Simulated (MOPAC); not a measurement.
MOPAC input (PM6):

```
PM6 PRECISE GNORM=0.05 LET XYZ CHARGE=-1 GEO-OK AUX(PRECISION=9) THREADS=1
C2H4NO

O     0.39958647 1    1.19705172 1    0.49062668 1
C     0.16077201 1    0.04986817 1    0.01460440 1
N     0.99490316 1   -0.87693290 1   -0.41154964 1
C    -1.32751809 1   -0.33678506 1   -0.08884436 1
H    -1.84871721 1    0.39581689 1   -0.71352551 1
H    -1.46283536 1   -1.33583130 1   -0.50633873 1
H    -1.78317322 1   -0.28964351 1    0.90550806 1
H     1.93418841 1   -0.48672424 1   -0.28437002 1
```

From the last part of the output:

```
                                                       MOPAC v23.2.5 Linux

          FINAL HEAT OF FORMATION =        -65.21279 KCAL/MOL =    -272.85032 KJ/MOL

          COSMO AREA              =         93.98 SQUARE ANGSTROMS
          COSMO VOLUME            =         76.44 CUBIC ANGSTROMS

          GRADIENT NORM           =          0.03370          =       0.01192 PER ATOM
          IONIZATION POTENTIAL    =          3.753427 EV
          HOMO LUMO ENERGIES (EV) =         -3.753  7.632
          NO. OF FILLED LEVELS    =         12
          MOLECULAR WEIGHT        =         58.0597         POINT GROUP:  Cs

          MOLECULAR DIMENSIONS (Angstroms)

            Atom       Atom       Distance
            H     8    H     7     3.97547
            H     6    O     1     3.03018
            H     7    H     5     1.71783

          SCF CALCULATIONS        =         24

   ATOM   CHEMICAL          X               Y               Z
  NUMBER   SYMBOL      (ANGSTROMS)     (ANGSTROMS)     (ANGSTROMS)

     1       O          0.39989309  *   1.19500512  *   0.48975789  *
     2       C          0.14148682  *   0.05263453  *   0.01651893  *
     3       N          1.01361612  *  -0.86189926  *  -0.40592751  *
     4       C         -1.34056570  *  -0.32855614  *  -0.08482218  *
     5       H         -1.85293239  *   0.39450257  *  -0.71986813  *
     6       H         -1.46257242  *  -1.32903774  *  -0.50348012  *
     7       H         -1.78700094  *  -0.29523670  *   0.90926534  *
     8       H          1.98260286  *  -0.57245602  *  -0.32263434  *

                             CARTESIAN COORDINATES

   1    O        0.399893093     1.195005123     0.489757886
   2    C        0.141486825     0.052634528     0.016518932
   3    N        1.013616124    -0.861899264    -0.405927510
   4    C       -1.340565700    -0.328556141    -0.084822177
   5    H       -1.852932385     0.394502575    -0.719868129
   6    H       -1.462572416    -1.329037736    -0.503480116
   7    H       -1.787000941    -0.295236702     0.909265340
   8    H        1.982602860    -0.572456024    -0.322634338

           Empirical Formula: C2 H4 N O  =     8 atoms

      MOLECULAR POINT GROUP   :   Cs

                  EIGENVALUES
 -25.27908 -22.39670 -20.61376 -13.90379 -10.50139 -10.08294  -9.08697  -8.43382
  -7.50446  -5.13770  -4.06464  -3.75343   7.63155   9.00617  10.22125  10.27433
  10.57021  10.92075  11.40339  12.79150

              NET ATOMIC CHARGES AND DIPOLE CONTRIBUTIONS

  ATOM NO.   TYPE          CHARGE      No. of ELECS.   s-Pop       p-Pop
    1          O          -0.838346        6.8383     1.86605     4.97230
    2          C           0.624304        3.3757     1.05134     2.32436
    3          N          -0.851747        5.8517     1.74804     4.10370
    4          C          -0.581358        4.5814     1.09790     3.48345
    5          H           0.143800        0.8562     0.85620
    6          H           0.154111        0.8459     0.84589
    7          H           0.143804        0.8562     0.85620
    8          H           0.205432        0.7946     0.79457
 DIPOLE           X         Y         Z       TOTAL
 POINT-CHG.    -2.978    -1.532    -0.528     3.390
 HYBRID         0.215     0.876     0.362     0.972
 SUM           -2.763    -0.656    -0.166     2.845

          ATOMIC ORBITAL ELECTRON POPULATIONS

     Atom    s        px        py        pz
    1  O   1.86605   1.88190   1.41483   1.67557
    2  C   1.05134   0.82627   0.76022   0.73786
    3  N   1.74804   1.16151   1.41627   1.52592
    4  C   1.09790   1.16244   1.16262   1.15839
    5  H   0.85620
    6  H   0.84589
    7  H   0.85620
    8  H   0.79457

 **********************
 *                    *
 * JOB ENDED NORMALLY *
 *                    *
 **********************

 == MOPAC DONE ==
```

The dipole moment of an ion depends on the origin.
